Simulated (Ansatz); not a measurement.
# HF ··· C₂H₄

The pair of HF (SMILES F, atoms 1–2) and C₂H₄ (SMILES C=C, atoms 3–8), both closed shells, in one local arrangement (a lower one may exist), relaxed at PBE0-D4/def2-TZVP:

```
8
angstrom
F -1.0591 -0.3561 -2.1116
H -0.6465 -0.2151 -1.2872
C -0.1540 -0.3132 0.8519
C 0.7200 0.5029 0.2761
H 0.0338 -1.3781 0.9385
H -1.0870 0.0535 1.2663
H 0.5360 1.5690 0.1969
H 1.6568 0.1373 -0.1307
```

Ansatz 0.2.0; basis: def2-TZVPPD, with def2-QZVPPD for the basis limit; cores frozen in the correlated methods. B3LYP uses VWN-RPA correlation. Extrapolation: Hartree–Fock as exp(−7.88 √X), correlation as X^−2.97. Interaction energies count from these two fragments, frozen as in the pair, with the counterpoise correction; negative means bound.

Task: What is the interaction energy by CCSD(T) at an estimated basis limit (MP2 extrapolated from triple and quadruple zeta, plus CCSD(T) − MP2 in triple zeta)? (Judge from chemistry; the value comes from the calculation.)

Result: Computed: -18.9 kJ/mol. Hartree–Fock alone gives -11.0 kJ/mol at the basis limit. It counts from the two fragments frozen as in the pair.

The same quantity by other methods in triple zeta, and each one's difference from that estimate:
| method | E_int (kJ/mol) | difference |
| --- | --- | --- |
| PBE-D4 | -23.5 | -4.7 |
| revPBE-D4 | -20.4 | -1.5 |
| BLYP-D4 | -19.9 | -1.0 |
| r2SCAN-D4 | -23.3 | -4.4 |
| B97M-V | -20.1 | -1.2 |
| PBE0-D4 | -23.2 | -4.3 |
| B3LYP-D4 | -20.9 | -2.0 |
| HSE06-D4 | -23.1 | -4.2 |
| wB97X-V | -21.2 | -2.3 |
| wB97M-V | -20.9 | -2.0 |
| B2PLYP | -17.9 | 1.0 |
| HF | -11.1 | 7.8 |
| MP2 | -18.5 | 0.4 |
| CCSD | -16.0 | 2.9 |
| CCSD(T) | -17.3 | 1.6 |
Differences are method less estimate.

Basis-set superposition shift (counterpoise-corrected less uncorrected): CCSD(T) 2.6; MP2 2.6; HF 0.3; PBE0-D4 0.3; wB97M-V 0.3 kJ/mol.

No T1 diagnostic of these runs exceeds 0.011.

For scale, one of the runs: CCSD(T)/def2-TZVPPD, 199 basis functions, launched by `ansatz run in.yaml --threads 2 --pin off --events-out ev --progress --plain --max-ram 5222MiB`. Time: 81 s of wall clock on 2 CPU threads; the host was shared. Peak host memory: 2.5 GiB.
